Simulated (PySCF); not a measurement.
# doublet HBS+ at 4 levels

Aim: a comparison of 4 runs (UB3LYP/STO-3G, UCISD/STO-3G, ROCCSD(T)/STO-3G, UCCSD(T)/STO-3G) of doublet HBS+. 

The calculation is run with PySCF 2.14.0.

9 further runs of the same task are left out: 9 set aside as unsound or not needed.

### 1 The structure to begin with

HBS+: 3 atoms, total charge +1, spin state doublet. SMILES of the parent species: `B=S`. Geometry: relaxed at GFN2-xTB. That shape belongs to the parent species and isn't relaxed for this state.

Bond lengths: B1–S2 1.592 Å, B1–H3 1.144 Å. Angles: S2–B1–H3 179.9°.

### 2 The energy at UB3LYP/STO-3G (run 1)

File calc.py:

```python
from pyscf import gto, dft

molecule = gto.Mole()
molecule.atom = [
    ('B', (-0.041030, -0.016100, 0.142540)),
    ('S', (0.395320, 0.146510, -1.379660)),
    ('H', (-0.354300, -0.130410, 1.237110)),
]
molecule.max_memory = 1860
molecule.verbose = 3
molecule.charge = 1
molecule.spin = 1
molecule.basis = 'sto-3g'
molecule.build()

mf = dft.UKS(molecule)
mf.xc = 'b3lyp'
mf.grids.level = 5
mf.conv_tol = 1e-10
mf.kernel()
if not mf.converged:
    mf = mf.newton().run(mf.mo_coeff, mf.mo_occ)

e_final = mf.e_tot
print(f'total energy: {e_final:.8f} hartree')
```

Run with:

```bash
OMP_NUM_THREADS=1 python calc.py
```

The log of the run:

```text
converged SCF energy = -418.585262670938  <S^2> = 0.7514022  2S+1 = 2.0014017
total energy: -418.58526267 hartree
```

Wall time 2.1 s (1 thread of Arm Neoverse V2, shared host); peak memory 0.18 GiB.

### 3 A single-point energy at UCISD/STO-3G (run 2)

File input.py:

```python
from pyscf import gto, ci

mol = gto.M(
    atom=[
    ('B', (-0.041030, -0.016100, 0.142540)),
    ('S', (0.395320, 0.146510, -1.379660)),
    ('H', (-0.354300, -0.130410, 1.237110)),
],
    basis='sto-3g',
    spin=1,
    max_memory=1860,
    verbose=3,
    charge=1,
)

calc0 = mol.UHF()
calc0.conv_tol = 1e-10
calc0.kernel()
if not calc0.converged:
    calc0 = calc0.newton().run(calc0.mo_coeff, calc0.mo_occ)

cisd = ci.CISD(calc0, frozen=6)
cisd.kernel()
etot = cisd.e_tot
print(f'total energy: {etot:.8f} hartree')
```

Run with:

```bash
OMP_NUM_THREADS=1 python input.py
```

The log of the run:

```text
converged SCF energy = -417.846330067973  <S^2> = 0.76154802  2S+1 = 2.0115149
E(UCISD) = -417.9220055463819  E_corr = -0.07567547840857911
total energy: -417.92200555 hartree
```

Wall time 0.64 s (1 thread of Arm Neoverse V2, shared host); peak memory 0.12 GiB.

Run 3 isn't shown in full; the table further down has it.

### 4 A single-point energy at UCCSD(T)/STO-3G (run 4)

File input.py:

```python
from pyscf import gto, cc

mol = gto.M(
    atom=[
    ('B', (-0.041030, -0.016100, 0.142540)),
    ('S', (0.395320, 0.146510, -1.379660)),
    ('H', (-0.354300, -0.130410, 1.237110)),
],
    basis='sto-3g',
    spin=1,
    charge=1,
    verbose=3,
    max_memory=1860,
)

calc0 = mol.UHF()
calc0.conv_tol = 1e-10
calc0.kernel()
if not calc0.converged:
    calc0 = calc0.newton().run(calc0.mo_coeff, calc0.mo_occ)

mycc = cc.CCSD(calc0, frozen=6)
mycc.kernel()
e_t = mycc.ccsd_t()
e_tot = mycc.e_tot + e_t
print('E = %.10f Eh' % e_tot)
```

Run with:

```bash
OMP_NUM_THREADS=1 python input.py
```

The log of the run:

```text
converged SCF energy = -417.846330067973  <S^2> = 0.76154802  2S+1 = 2.0115149
E(UCCSD) = -417.9238722286627  E_corr = -0.07754216068941681
UCCSD(T) correction = -0.00331893304919439
E = -417.9271911617 Eh
```

It took 0.66 s on 1 thread of Arm Neoverse V2, shared host; peak memory 0.12 GiB.

### 5 All runs side by side

| run | level | integration grid | frozen core orbitals | energy (Eh) | HOMO energy (eV) | LUMO energy (eV) | ⟨S²⟩ | wall time |
| --- | --- | --- | --- | --- | --- | --- | --- | --- |
| 1 | UB3LYP/STO-3G | 5 | – | -418.585263 | -15.48 | -13.23 | 0.751 | 2.1 s |
| 2 | UCISD/STO-3G | – | 6 | -417.922006 | -17.85 | -7.21 | 0.762 | 0.64 s |
| 3 | ROCCSD(T)/STO-3G | – | 6 | -417.927246 | – | – | 0.750 | 0.66 s |
| 4 | UCCSD(T)/STO-3G | – | 6 | -417.927191 | -17.85 | -7.21 | 0.762 | 0.66 s |

### 6 Results

| quantity | value |
| --- | --- |
| run 4: total energy | -417.92719 Eh |
| run 4: HOMO energy (Hartree–Fock orbitals) (highest over α and β) | -17.85 eV |
| run 4: LUMO energy (Hartree–Fock orbitals) (lowest over α and β) | -7.21 eV |
| run 4: correlation energy (6 core orbitals frozen) | -80.9 mEh |
| run 4: (T) correction | -3.32 mEh |
| run 4: ⟨S²⟩ of the reference determinant | 0.762 |
| run 4: T1 diagnostic | 0.027 |

What this shows: In runs 1, 2, 3, 4 the basis is minimal, so the values are rough. All runs together took 4 s, the longest 2.1 s.
